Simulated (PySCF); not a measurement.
NICS in rings of unrelated molecules.

NICS is the negative of the GIAO shielding at a point without a nucleus: at the ring centre (0) and 1 Å above and below it (1); zz is the component along the ring normal. Level: GIAO PBE0/pcSseg-1 (PySCF, non-relativistic, gas phase) on the PBE0-D3(BJ)/def2-SVP geometries, one conformer each. Atom numbers follow the mapped SMILES.

Problem. Order these rings by mean NICS(1)zz, lowest (most negative) first (ppm).
A. ring C4–N5–N6–C8–C9 in `[CH3:1][CH:2]([CH3:3])[C:4]1=[N:5][N:6]([SiH3:7])[CH2:8][C@@H:9]1[CH3:10]`
B. ring C3–C4–C5–S6–C7 in `[CH3:1][O:2][c:3]1[cH:4][cH:5][s:6][cH:7]1`
C. ring C1–C2–C3–C4–C10 in `[CH2:1]1[CH2:2][CH2:3][CH:4]([SiH:5]2[NH:6][CH2:7][CH2:8][NH:9]2)[CH2:10]1`
D. ring Si4–O5–Si6–O7–Si8–O9 in `[CH3:1][C:2](=[S:3])[SiH:4]1[O:5][SiH2:6][O:7][SiH2:8][O:9]1`
E. ring C2–P3–C4–C5–C6–C9 in `[CH3:1][c:2]1[p:3][cH:4][cH:5][c:6]([CH:7]=[O:8])[c:9]1[SiH3:10]`
F. ring C1–C2–C3–O4–C5 in `[cH:1]1[cH:2][cH:3][o:4][cH:5]1`
G. ring C5–C6–C7–S8–C9 in `[CH3:1][CH2:2]/[CH:3]=[P:4]/[c:5]1[cH:6][cH:7][s:8][cH:9]1`

Solution. F (-28.2), G (-27.0), B (-24.8), E (-23.8), C (-4.8), A (-3.8), D (1.1).

```csv
SMILES,ring,NICS(0),NICS(1),NICS(1)zz,HOMA,rms pucker (Å),ring atoms with four or more neighbours
c1ccoc1,5-membered ring with O; formal bonds all aromatic,-12.8,-10.8,-28.2,0.41,0.00,0
CC/C=P/c1ccsc1,5-membered ring with S; formal bonds all aromatic,-12.4,-11.5,-27.0,0.81,0.00,0
COc1ccsc1,5-membered ring with S; formal bonds all aromatic,-13.6,-10.9,-24.8,0.81,0.00,0
Cc1pccc(C=O)c1[SiH3],6-membered ring with P; formal bonds all aromatic,-6.5,-10.1,-23.8,0.86,0.01,0
C1CCC([SiH]2NCCN2)C1,5-membered carbocycle; formal bonds all single,-6.3,-4.5,-4.8,–,0.18,5
CC(C)C1=NN([SiH3])C[C@@H]1C,"5-membered ring with 2 N; formal bonds 1 double, 4 single",-3.5,-3.4,-3.8,–,0.09,2
CC(=S)[SiH]1O[SiH2]O[SiH2]O1,6-membered ring with 3 O and 3 Si; formal bonds all single,-2.6,-0.5,1.1,–,0.11,3
```

NICS(0) gives another order. The isotropic NICS(1) gives another order. Over the 4 rings with a HOMA value its correlation coefficient with NICS(1)zz is 0.80. HOMA uses Krygowski's 1993 parameters; it is left out where a ring has a four-coordinate atom, a triple bond, no multiple bond or a kind of bond without parameters. NICS(1) and NICS(1)zz are means over the two faces.
